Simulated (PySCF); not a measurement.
**NMR parameters from quadrupole coupling constants**

C3H3FS.
Structure used (PBE0-D3(BJ)/def2-SVP), in Å, numbered top down from 1:
```
atom  x, y, z in Å
F1    -1.4696   -0.8360    1.1397
C2    -0.9547   -0.3715   -0.0454
C3     0.3343    0.3567    0.1770
C4     1.4950   -0.0667   -0.2731
S5     2.8591   -0.5703   -0.8299
H6    -0.8050   -1.2215   -0.7298
H7    -1.6986    0.3104   -0.4921
H8     0.3166    1.2853    0.7593
```

Computed at PBE0/pcSseg-1 (PySCF, non-relativistic):

```json
{"atom": "S5", "environment": "sulfur bonded to C", "nucleus": "33S", "spin I": "3/2", "Q (b)": "-0.0678", "CQ = χzz (MHz)": "33.856", "η": "0.025"}
```

Recover the principal values of the field gradient from CQ = 234.96 MHz × Q × Vzz, η = (Vxx − Vyy)/Vzz and a zero trace.

The tensor is traceless, so η fixes the two smaller values:

```csv
atom,Vxx (au),Vyy (au),Vzz (au),Vzz (10²¹ V/m²)
S5,1.036,1.089,-2.125,-20.65
```

Give the quadrupolar product PQ = |CQ|√(1 + η²/3), the quadrupolar frequency νQ = 3|CQ|/[2I(2I − 1)] and the Larmor frequency ν0 = |g| × 7.62259 MHz/T × B at 14.1 T, with g(33S) = 0.42921.

| atom | PQ (MHz) | νQ (MHz) | ν0 (MHz) | νQ/ν0 |
| --- | --- | --- | --- | --- |
| S5 | 33.86 | 16.93 | 46.13 | 0.367 |

For S5: PQ = 33.86 × 1.0001, νQ = 33.86 × 0.5000, ν0 = 3.2717 MHz/T × 14.1 T.

For S5 νQ isn't small against ν0, so the high-field expansions of solid-state NMR fail there at this field.

Take a correlation time of 20 ps, isotropic tumbling and extreme narrowing. What quadrupolar relaxation rates and linewidths follow?

1/T1 = 1/T2 = (3π²/10)(2I + 3)/[I²(2I − 1)] × PQ² × τc; the width is 1/(πT2).

```json
{"site": "33S at S5", "spin factor (2I + 3)/[I²(2I − 1)]": "1.333", "1/T1 (s⁻¹)": "90500", "T1 (ms)": "0.011", "linewidth (Hz)": "28800"}
```

Solvent, lattice and vibrations would change these gradients. Isolated species at its PBE0-D3(BJ)/def2-SVP geometry (one conformer only). These gradients aren't converged with respect to the basis.
